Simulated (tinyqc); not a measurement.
MP2 on RHF in the sto-3g basis, frozen core, for H2F+, spin multiplicity 1, step by step. Computed by tinyqc, a small Python program that keeps every step (integrals from PySCF). Settings: charge = 1, multiplicity = 1, basis = sto-3g, method = RHF, frozen orbitals = 1, energy threshold = 1e-10, iteration cap = 81, orthogonalisation = symmetric, start = atomic densities, DIIS depth = 6. Command: `OMP_NUM_THREADS=1 python tinyqc.py 25717 25718 out.jsonl` (the two numbers bound the seeds that draw the settings). One thread of a shared host (Intel(R) Xeon(R) Processor @ 2.60GHz), about 0.2 s of CPU time with the checks. The early iterations of the SCF are left out here.

## One-electron integrals

Geometry (angstrom):
```
atom         x          y         z
F     0.000000   0.000000  0.000000
H     0.000000   0.863000  0.577000
H     0.000000  -0.863000  0.577000
```

Basis sto-3g: exponents (1/bohr^2) and contraction coefficients of normalised primitives:
```
element  l (shell)    exponent  coefficient
F            s (1)  166.679130     0.154329
F            s (1)   30.360812     0.535328
F            s (1)    8.216821     0.444635
F            s (2)    6.464803    -0.099967
F            s (2)    1.502281     0.399513
F            s (2)    0.488588     0.700115
F            p (3)    6.464803     0.155916
F            p (3)    1.502281     0.607684
F            p (3)    0.488588     0.391957
H            s (1)    3.425251     0.154329
H            s (1)    0.623914     0.535328
H            s (1)    0.168855     0.444635
```

Overlap, kinetic and nuclear-attraction integrals over the contracted functions; the nuclear repulsion is the sum of Za Zb / Rab.

nuclear repulsion = 9.48199363 hartree

overlap S, order 1F 1s, 1F 2s, 1F 2px, 1F 2py, 1F 2pz, 2H 1s, 3H 1s:
$$\begin{pmatrix}
1.000000 & 0.237990 & 0.000000 & 0.000000 & 0.000000 & 0.037025 & 0.037025 \\
0.237990 & 1.000000 & 0.000000 & 0.000000 & 0.000000 & 0.371851 & 0.371851 \\
0.000000 & 0.000000 & 1.000000 & 0.000000 & 0.000000 & 0.000000 & 0.000000 \\
0.000000 & 0.000000 & 0.000000 & 1.000000 & 0.000000 & 0.254063 & -0.254063 \\
0.000000 & 0.000000 & 0.000000 & 0.000000 & 1.000000 & 0.169866 & 0.169866 \\
0.037025 & 0.371851 & 0.000000 & 0.254063 & 0.169866 & 1.000000 & 0.183886 \\
0.037025 & 0.371851 & 0.000000 & -0.254063 & 0.169866 & 0.183886 & 1.000000
\end{pmatrix}$$

kinetic energy T (hartree), order 1F 1s, 1F 2s, 1F 2px, 1F 2py, 1F 2pz, 2H 1s, 3H 1s:
$$\begin{pmatrix}
36.984577 & -0.212858 & 0.000000 & 0.000000 & 0.000000 & -0.006104 & -0.006104 \\
-0.212858 & 1.037995 & 0.000000 & 0.000000 & 0.000000 & 0.072896 & 0.072896 \\
0.000000 & 0.000000 & 3.248015 & 0.000000 & 0.000000 & 0.000000 & 0.000000 \\
0.000000 & 0.000000 & 0.000000 & 3.248015 & 0.000000 & 0.156440 & -0.156440 \\
0.000000 & 0.000000 & 0.000000 & 0.000000 & 3.248015 & 0.104595 & 0.104595 \\
-0.006104 & 0.072896 & 0.000000 & 0.156440 & 0.104595 & 0.760032 & -0.003691 \\
-0.006104 & 0.072896 & 0.000000 & -0.156440 & 0.104595 & -0.003691 & 0.760032
\end{pmatrix}$$

nuclear attraction V (hartree), order 1F 1s, 1F 2s, 1F 2px, 1F 2py, 1F 2pz, 2H 1s, 3H 1s:
$$\begin{pmatrix}
-78.029069 & -9.419437 & 0.000000 & 0.000000 & -0.013060 & -1.504432 & -1.504432 \\
-9.419437 & -12.557597 & 0.000000 & 0.000000 & -0.160063 & -3.515970 & -3.515970 \\
0.000000 & 0.000000 & -12.407258 & 0.000000 & 0.000000 & 0.000000 & 0.000000 \\
0.000000 & 0.000000 & 0.000000 & -12.525896 & 0.000000 & -2.079275 & 2.079275 \\
-0.013060 & -0.160063 & 0.000000 & 0.000000 & -12.460292 & -1.433191 & -1.433191 \\
-1.504432 & -3.515970 & 0.000000 & -2.079275 & -1.433191 & -5.999091 & -1.252453 \\
-1.504432 & -3.515970 & 0.000000 & 2.079275 & -1.433191 & -1.252453 & -5.999091
\end{pmatrix}$$

core Hamiltonian H = T + V (hartree), order 1F 1s, 1F 2s, 1F 2px, 1F 2py, 1F 2pz, 2H 1s, 3H 1s:
$$\begin{pmatrix}
-41.044492 & -9.632294 & 0.000000 & 0.000000 & -0.013060 & -1.510535 & -1.510535 \\
-9.632294 & -11.519601 & 0.000000 & 0.000000 & -0.160063 & -3.443074 & -3.443074 \\
0.000000 & 0.000000 & -9.159243 & 0.000000 & 0.000000 & 0.000000 & 0.000000 \\
0.000000 & 0.000000 & 0.000000 & -9.277881 & 0.000000 & -1.922835 & 1.922835 \\
-0.013060 & -0.160063 & 0.000000 & 0.000000 & -9.212277 & -1.328595 & -1.328595 \\
-1.510535 & -3.443074 & 0.000000 & -1.922835 & -1.328595 & -5.239059 & -1.256144 \\
-1.510535 & -3.443074 & 0.000000 & 1.922835 & -1.328595 & -1.256144 & -5.239059
\end{pmatrix}$$

## Two-electron integrals

Functions are numbered as in S; the eight-fold symmetry (ij|kl) = (ji|kl) = (kl|ij) leaves the list below.

Two-electron integrals (ij|kl) in chemists' order, unique and non-zero (hartree):
```
(11|11) 5.403501    (21|11) 0.841920    (21|21) 0.156299    (22|11) 1.268028
(22|21) 0.292344    (22|22) 0.926167    (31|31) 0.027998    (32|31) 0.043169
(32|32) 0.204588    (33|11) 1.264502    (33|21) 0.292403    (33|22) 0.925959
(33|33) 0.997514    (41|41) 0.027998    (42|41) 0.043169    (42|42) 0.204588
(43|43) 0.053770    (44|11) 1.264502    (44|21) 0.292403    (44|22) 0.925959
(44|33) 0.889973    (44|44) 0.997514    (51|51) 0.027998    (52|51) 0.043169
(52|52) 0.204588    (53|53) 0.053770    (54|54) 0.053770    (55|11) 1.264502
(55|21) 0.292403    (55|22) 0.925959    (55|33) 0.889973    (55|44) 0.889973
(55|55) 0.997514    (61|11) 0.132840    (61|21) 0.024456    (61|22) 0.045460
(61|33) 0.045390    (61|41) 0.000835    (61|42) 0.001567    (61|44) 0.045540
(61|51) 0.000558    (61|52) 0.001047    (61|54) 0.000100    (61|55) 0.045457
(61|61) 0.003866    (62|11) 0.338532    (62|21) 0.079106    (62|22) 0.279848
(62|33) 0.275740    (62|41) 0.004487    (62|42) 0.035092    (62|44) 0.284067
(62|51) 0.003000    (62|52) 0.023462    (62|54) 0.005567    (62|55) 0.279463
(62|61) 0.012561    (62|62) 0.104336    (63|31) 0.008256    (63|32) 0.049013
(63|43) 0.007377    (63|53) 0.004933    (63|63) 0.015420    (64|11) 0.192267
(64|21) 0.045502    (64|22) 0.172302    (64|33) 0.164947    (64|41) 0.010511
(64|42) 0.069485    (64|44) 0.184617    (64|51) 0.001508    (64|52) 0.013687
(64|54) 0.008218    (64|55) 0.167144    (64|61) 0.007527    (64|62) 0.078784
(64|64) 0.074460    (65|11) 0.128549    (65|21) 0.030422    (65|22) 0.115201
(65|33) 0.110283    (65|41) 0.001508    (65|42) 0.013687    (65|44) 0.113569
(65|51) 0.009264    (65|52) 0.058164    (65|54) 0.009574    (65|55) 0.121617
(65|61) 0.005032    (65|62) 0.052675    (65|64) 0.039474    (65|65) 0.041812
(66|11) 0.495865    (66|21) 0.117771    (66|22) 0.480694    (66|33) 0.464338
(66|41) 0.008333    (66|42) 0.091966    (66|44) 0.497872    (66|51) 0.005571
(66|52) 0.061488    (66|54) 0.022421    (66|55) 0.479329    (66|61) 0.018817
(66|62) 0.230484    (66|64) 0.202270    (66|65) 0.135237    (66|66) 0.774606
(71|11) 0.132840    (71|21) 0.024456    (71|22) 0.045460    (71|33) 0.045390
(71|41) -0.000835   (71|42) -0.001567   (71|44) 0.045540    (71|51) 0.000558
(71|52) 0.001047    (71|54) -0.000100   (71|55) 0.045457    (71|61) 0.003813
(71|62) 0.012206    (71|64) 0.006723    (71|65) 0.004895    (71|66) 0.018135
(71|71) 0.003866    (72|11) 0.338532    (72|21) 0.079106    (72|22) 0.279848
(72|33) 0.275740    (72|41) -0.004487   (72|42) -0.035092   (72|44) 0.284067
(72|51) 0.003000    (72|52) 0.023462    (72|54) -0.005567   (72|55) 0.279463
(72|61) 0.012206    (72|62) 0.084919    (72|64) 0.044150    (72|65) 0.041572
(72|66) 0.152787    (72|71) 0.012561    (72|72) 0.104336    (73|31) 0.008256
(73|32) 0.049013    (73|43) -0.007377   (73|53) 0.004933    (73|63) 0.012126
(73|73) 0.015420    (74|11) -0.192267   (74|21) -0.045502   (74|22) -0.172302
(74|33) -0.164947   (74|41) 0.010511    (74|42) 0.069485    (74|44) -0.184617
(74|51) -0.001508   (74|52) -0.013687   (74|54) 0.008218    (74|55) -0.167144
(74|61) -0.006723   (74|62) -0.044150   (74|64) -0.011202   (74|65) -0.021181
(74|66) -0.071804   (74|71) -0.007527   (74|72) -0.078784   (74|74) 0.074460
(75|11) 0.128549    (75|21) 0.030422    (75|22) 0.115201    (75|33) 0.110283
(75|41) -0.001508   (75|42) -0.013687   (75|44) 0.113569    (75|51) 0.009264
(75|52) 0.058164    (75|54) -0.009574   (75|55) 0.121617    (75|61) 0.004895
(75|62) 0.041572    (75|64) 0.021181    (75|65) 0.032233    (75|66) 0.082551
(75|71) 0.005032    (75|72) 0.052675    (75|74) -0.039474   (75|75) 0.041812
(76|11) 0.114283    (76|21) 0.026976    (76|22) 0.104483    (76|33) 0.102522
(76|44) 0.104547    (76|51) 0.001610    (76|52) 0.015373    (76|55) 0.106270
(76|61) 0.004239    (76|62) 0.039018    (76|64) 0.025763    (76|65) 0.022497
(76|66) 0.092612    (76|71) 0.004239    (76|72) 0.039018    (76|74) -0.025763
(76|75) 0.022497    (76|76) 0.018309    (77|11) 0.495865    (77|21) 0.117771
(77|22) 0.480694    (77|33) 0.464338    (77|41) -0.008333   (77|42) -0.091966
(77|44) 0.497872    (77|51) 0.005571    (77|52) 0.061488    (77|54) -0.022421
(77|55) 0.479329    (77|61) 0.018135    (77|62) 0.152787    (77|64) 0.071804
(77|65) 0.082551    (77|66) 0.303800    (77|71) 0.018817    (77|72) 0.230484
(77|74) -0.202270   (77|75) 0.135237    (77|76) 0.092612    (77|77) 0.774606
```

## Orthogonalisation

S = U s U^T; symmetric (Loewdin) form X = U s^(-1/2) U^T, so that X^T S X = 1.

eigenvalues of S: [0.471209, 0.537180, 0.901738, 1.000000, 1.086879, 1.278934, 1.724060]

X, order 1F 1s, 1F 2s, 1F 2px, 1F 2py, 1F 2pz, 2H 1s, 3H 1s:
$$\begin{pmatrix}
1.023699 & -0.135971 & 0.000000 & 0.000000 & -0.005584 & 0.017531 & 0.017531 \\
-0.135971 & 1.142426 & 0.000000 & 0.000000 & 0.053680 & -0.205513 & -0.205513 \\
0.000000 & 0.000000 & 1.000000 & 0.000000 & 0.000000 & 0.000000 & 0.000000 \\
0.000000 & 0.000000 & 0.000000 & 1.064808 & 0.000000 & -0.164457 & 0.164457 \\
-0.005584 & 0.053680 & 0.000000 & 0.000000 & 1.023963 & -0.092094 & -0.092094 \\
0.017531 & -0.205513 & 0.000000 & -0.164457 & -0.092094 & 1.112200 & -0.071639 \\
0.017531 & -0.205513 & 0.000000 & 0.164457 & -0.092094 & -0.071639 & 1.112200
\end{pmatrix}$$

## Iteration 8 (converged): orbitals

converged F (hartree), order 1F 1s, 1F 2s, 1F 2px, 1F 2py, 1F 2pz, 2H 1s, 3H 1s:
$$\begin{pmatrix}
-26.595588 & -6.782744 & 0.000000 & 0.000000 & -0.022219 & -1.072657 & -1.072657 \\
-6.782744 & -3.613147 & 0.000000 & 0.000000 & -0.104917 & -1.122899 & -1.122899 \\
0.000000 & 0.000000 & -1.024621 & 0.000000 & 0.000000 & 0.000000 & 0.000000 \\
0.000000 & 0.000000 & 0.000000 & -0.954350 & 0.000000 & -0.515599 & 0.515599 \\
-0.022219 & -0.104917 & 0.000000 & 0.000000 & -0.984017 & -0.396537 & -0.396537 \\
-1.072657 & -1.122899 & 0.000000 & -0.515599 & -0.396537 & -0.803954 & -0.338438 \\
-1.072657 & -1.122899 & 0.000000 & 0.515599 & -0.396537 & -0.338438 & -0.803954
\end{pmatrix}$$

Diagonalise F' = X^T F X, C = X C', fill 5 alpha and 5 beta electrons from the bottom; D = 2 C_occ C_occ^T. Each column has its largest component positive (the first on a tie).

F' = X^T F X (hartree):
$$\begin{pmatrix}
-26.116476 & -3.438868 & 0.000000 & 0.000000 & -0.041226 & -0.128515 & -0.128515 \\
-3.438868 & -2.259864 & 0.000000 & 0.000000 & 0.036285 & -0.459994 & -0.459994 \\
0.000000 & 0.000000 & -1.024621 & 0.000000 & 0.000000 & 0.000000 & 0.000000 \\
0.000000 & 0.000000 & 0.000000 & -0.746081 & 0.000000 & -0.420081 & 0.420081 \\
-0.041226 & 0.036285 & 0.000000 & 0.000000 & -0.900000 & -0.272013 & -0.272013 \\
-0.128515 & -0.459994 & 0.000000 & -0.420081 & -0.272013 & -0.376745 & -0.074243 \\
-0.128515 & -0.459994 & 0.000000 & 0.420081 & -0.272013 & -0.074243 & -0.376745
\end{pmatrix}$$

orbital energies (hartree): MO1 -26.605157, MO2 -2.027809, MO3 -1.158426, MO4 -1.052927, MO5 -1.024621, MO6 -0.041436, MO7 0.109844

coefficients C, order 1F 1s, 1F 2s, 1F 2px, 1F 2py, 1F 2pz, 2H 1s, 3H 1s:
$$\begin{pmatrix}
0.994738 & -0.250587 & 0.000000 & 0.064156 & 0.000000 & 0.103351 & 0.000000 \\
0.022528 & 0.950239 & 0.000000 & -0.321220 & 0.000000 & -0.635874 & 0.000000 \\
0.000000 & 0.000000 & 0.000000 & 0.000000 & 1.000000 & 0.000000 & 0.000000 \\
0.000000 & 0.000000 & 0.742133 & 0.000000 & 0.000000 & 0.000000 & 0.798214 \\
0.002223 & 0.098558 & 0.000000 & 0.876439 & 0.000000 & -0.538990 & 0.000000 \\
-0.003940 & 0.083967 & 0.342209 & 0.212861 & 0.000000 & 0.734868 & -0.781458 \\
-0.003940 & 0.083967 & -0.342209 & 0.212861 & 0.000000 & 0.734868 & 0.781458
\end{pmatrix}$$

D after iteration 8, order 1F 1s, 1F 2s, 1F 2px, 1F 2py, 1F 2pz, 2H 1s, 3H 1s:
$$\begin{pmatrix}
2.112825 & -0.472632 & 0.000000 & 0.000000 & 0.067486 & -0.022608 & -0.022608 \\
-0.472632 & 2.013286 & 0.000000 & 0.000000 & -0.375651 & 0.022649 & 0.022649 \\
0.000000 & 0.000000 & 2.000000 & 0.000000 & 0.000000 & 0.000000 & 0.000000 \\
0.000000 & 0.000000 & 0.000000 & 1.101524 & 0.000000 & 0.507930 & -0.507930 \\
0.067486 & -0.375651 & 0.000000 & 0.000000 & 1.555728 & 0.389654 & 0.389654 \\
-0.022608 & 0.022649 & 0.000000 & 0.507930 & 0.389654 & 0.338966 & -0.129462 \\
-0.022608 & 0.022649 & 0.000000 & -0.507930 & 0.389654 & -0.129462 & 0.338966
\end{pmatrix}$$

## Convergence

Stop when the energy changes by less than 1e-10 hartree and every element of the error matrix X^T (F D S - S D F) X is below 3e-06.

Course of the cycle:
```
iteration   E (hartree)     change  largest element of the error matrix
1          -94.05545045          -                             1.08e+00
2          -98.74636104  -4.69e+00                             2.98e-01
3          -98.85517103  -1.09e-01                             1.95e-02
4          -98.85584670  -6.76e-04                             5.91e-03
5          -98.85587481  -2.81e-05                             7.79e-05
6          -98.85587482  -7.79e-09                             1.81e-05
7          -98.85587482  -1.26e-09                             3.27e-06
8          -98.85587482  -1.54e-11                             1.30e-08
```

PySCF RHF in the same basis = -98.85587482 hartree

Converged in 8 iterations.

## Integrals over molecular orbitals

(pq|rs) = sum C_ip C_jq C_kr C_ls (ij|kl), one index at a time.

one-electron integrals over orbitals h = C^T H C (hartree):
$$\begin{pmatrix}
-41.026565 & 0.692334 & 0.000000 & -0.166399 & 0.000000 & -0.274990 & 0.000000 \\
0.692334 & -9.617896 & 0.000000 & 0.346556 & 0.000000 & 1.337605 & 0.000000 \\
0.000000 & 0.000000 & -7.996088 & 0.000000 & 0.000000 & 0.000000 & -2.185998 \\
-0.166399 & 0.346556 & 0.000000 & -8.669135 & 0.000000 & 1.410302 & 0.000000 \\
0.000000 & 0.000000 & 0.000000 & 0.000000 & -9.159243 & 0.000000 & 0.000000 \\
-0.274990 & 1.337605 & 0.000000 & 1.410302 & 0.000000 & -5.548289 & 0.000000 \\
0.000000 & 0.000000 & -2.185998 & 0.000000 & 0.000000 & 0.000000 & -5.978277
\end{pmatrix}$$

Two-electron integrals over orbitals (pq|rs), unique and non-zero (hartree); the lowest 1 orbital is frozen and left out:
```
(22|22) 0.858447    (32|32) 0.156505    (33|22) 0.753400    (33|33) 0.728217
(42|22) 0.000089    (42|33) -0.006135   (42|42) 0.160461    (43|32) 0.006873
(43|43) 0.048354    (44|22) 0.814249    (44|33) 0.708000    (44|42) -0.088708
(44|44) 0.886252    (52|52) 0.181955    (53|53) 0.037881    (54|52) -0.033837
(54|54) 0.053972    (55|22) 0.880720    (55|33) 0.742469    (55|42) -0.051284
(55|44) 0.833055    (55|55) 0.997514    (62|22) -0.143453   (62|33) -0.088735
(62|42) -0.042384   (62|44) -0.100842   (62|55) -0.148538   (62|62) 0.075619
(63|32) 0.025058    (63|43) 0.018203    (63|63) 0.068195    (64|22) -0.143243
(64|33) -0.085129   (64|42) 0.009971    (64|44) -0.151546   (64|55) -0.148986
(64|62) 0.060495    (64|64) 0.075714    (65|52) -0.052093   (65|54) -0.008048
(65|65) 0.025800    (66|22) 0.568111    (66|33) 0.550464    (66|42) 0.066502
(66|44) 0.534055    (66|55) 0.543930    (66|62) -0.052948   (66|64) -0.027887
(66|66) 0.541734    (72|32) 0.066022    (72|43) -0.022957   (72|63) -0.026632
(72|72) 0.056361    (73|22) 0.209163    (73|33) 0.163087    (73|42) -0.057905
(73|44) 0.201207    (73|55) 0.232480    (73|62) -0.070194   (73|64) -0.087233
(73|66) 0.018439    (73|73) 0.162255    (74|32) -0.055788   (74|43) 0.007741
(74|63) -0.042568   (74|72) -0.011247   (74|74) 0.049236    (75|53) 0.025564
(75|75) 0.019876    (76|32) -0.092891   (76|43) -0.048166   (76|63) -0.083448
(76|72) 0.006197    (76|74) 0.060752    (76|76) 0.159661    (77|22) 0.609609
(77|33) 0.610080    (77|42) 0.007556    (77|44) 0.587399    (77|55) 0.597390
(77|62) -0.045008   (77|64) -0.031129   (77|66) 0.535529    (77|73) 0.069475
(77|77) 0.573915
```

## Second-order Moller-Plesset energy

Hartree-Fock energy = -98.85587482 hartree

E2 = sum_ijab (ia|jb) [2 (ia|jb) - (ib|ja)] / (e_i + e_j - e_a - e_b) over occupied i, j and virtual a, b; the opposite-spin part is (ia|jb)^2 / denominator, the rest is same-spin, and SCS-MP2 scales them by 6/5 and 1/3.

Terms:
```
i  j  a  b    (ia|jb)    (ib|ja)  denominator       term
3  3  7  7   0.162255   0.162255    -2.536541  -0.010379
3  4  7  6  -0.087233  -0.042568    -2.279762  -0.005047
4  3  6  7  -0.087233  -0.042568    -2.279762  -0.005047
4  4  6  6   0.075714   0.075714    -2.022983  -0.002834
2  3  6  7  -0.070194  -0.026632    -3.254644  -0.002453
3  2  7  6  -0.070194  -0.026632    -3.254644  -0.002453
3  3  6  6   0.068195   0.068195    -2.233981  -0.002082
2  2  6  6   0.075619   0.075619    -3.972747  -0.001439
4  2  6  6   0.060495   0.060495    -2.997865  -0.001221
2  4  6  6   0.060495   0.060495    -2.997865  -0.001221
4  4  7  7   0.049236   0.049236    -2.325543  -0.001042
2  2  7  7   0.056361   0.056361    -4.275306  -0.000743
5  5  6  6   0.025800   0.025800    -1.966370  -0.000338
5  5  7  7   0.019876   0.019876    -2.268930  -0.000174
2  3  7  6  -0.026632  -0.070194    -3.254644   0.000139
3  2  6  7  -0.026632  -0.070194    -3.254644   0.000139
3  4  6  7  -0.042568  -0.087233    -2.279762   0.000039
4  3  7  6  -0.042568  -0.087233    -2.279762   0.000039
4  2  7  7  -0.011247  -0.011247    -3.300425  -0.000038
2  4  7  7  -0.011247  -0.011247    -3.300425  -0.000038
```

Pair energies (hartree; pair i-j sums ij and ji):
```
pair  opposite spin  same spin
2-2       -0.002182   0.000000
3-2       -0.003464  -0.001166
3-3       -0.012461   0.000000
4-2       -0.002518   0.000000
4-3       -0.008265  -0.001750
4-4       -0.003876   0.000000
5-5       -0.000513   0.000000
```

MP2 correlation energy = -0.03619529 hartree

SCS-MP2 correlation energy = -0.04090694 hartree

MP2 total energy = -98.89207011 hartree
